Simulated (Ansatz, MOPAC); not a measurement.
## Wurtzite ZnO, lattice parameter c

Reference value: 5.204 Å (measured, 4 K, zero-point motion not removed; as tabulated in arXiv:1206.3780).

**Question.** What do PM3 semi-empirical Hartree-Fock (MOPAC), LDA, PBE, r²SCAN+rVV10, Hartree–Fock give, and how far is each from the reference?

**Answer.** 
```json
[
 {"level (code)": "PM3 semi-empirical Hartree-Fock (MOPAC)", "value (Å)": "4.926", "difference (%)": "-5.34"},
 {"level (code)": "LDA (Ansatz)", "value (Å)": "5.152", "difference (%)": "-1.00"},
 {"level (code)": "PBE (Ansatz)", "value (Å)": "5.293", "difference (%)": "+1.71"},
 {"level (code)": "r²SCAN+rVV10 (Ansatz)", "value (Å)": "5.196", "difference (%)": "-0.15"},
 {"level (code)": "Hartree–Fock (Ansatz)", "value (Å)": "5.234", "difference (%)": "+0.58"}
]
```

Leaving aside PM3 semi-empirical Hartree-Fock (MOPAC) (doubt noted below): Once the reference is moved by up to 0.50 % (a margin picked here for doubts on the reference and the settings, and for temperature and zero-point motion) and values within 0.17 % count as equal, the nearest can be r²SCAN+rVV10 (-0.15 %), Hartree–Fock (+0.58 %) or LDA (-1.00 %). Within 4 %: LDA, PBE, r²SCAN+rVV10, Hartree–Fock.

The measured value isn't corrected to a static lattice, so vibrations enter the comparison.  PM3 semi-empirical Hartree-Fock (MOPAC): the cell has another shape than the first-principles one, perhaps another minimum in the same group. PM3 semi-empirical Hartree-Fock (MOPAC): the method was fitted mainly to molecules. PM3 semi-empirical Hartree-Fock (MOPAC): the run uses a supercell at the zone centre in place of a k mesh. Cutoffs and k meshes differ between the levels. Ansatz's density-functional and Hartree–Fock values are scalar-relativistic unless marked +SOC, with PAW data made under PBE.

Differences are worked out from the printed values.

Ansatz is an electronic-structure program.
